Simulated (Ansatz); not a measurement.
Total energies of SiH3(NHMe) (CH₇NSi) from Ansatz at r2SCAN-D4/def2-TZVP, gas phase (1 Eh = 27.2114 eV = 2625.5 kJ/mol). The reference geometry is relaxed at PBE0-D4/def2-TZVP.

| state | geometry | energy (Eh) |
| --- | --- | --- |
| charge 0 singlet | reference | -386.52490 |
| charge 1 doublet | reference | -386.20447 |
| free Si atom (triplet) | – | -289.34121 |
| free H atom (doublet) | – | -0.49993 |
| free N atom (quartet) | – | -54.58101 |
| free C atom (triplet) | – | -37.83292 |

(1) Work out the vertical ionisation energy to the doublet.

(2) What is the binding energy per atom against free atoms?

(1) E(charge 1 doublet) − E(charge 0 singlet) = -386.20447 − (-386.52490) = 0.32043 Eh = 8.72 eV. For comparison, −ε of the highest occupied level is 5.59 eV at this level, 3.13 eV less.

(2) Atoms: 1 × (-289.34121) + 7 × (-0.49993) + 1 × (-54.58101) + 1 × (-37.83292) = -385.25465 Eh. Binding: -385.25465 − (-386.52490) = 1.27025 Eh = 34.57 eV, or 3.46 eV for each of 10 atoms (no zero-point energy, no counterpoise term).
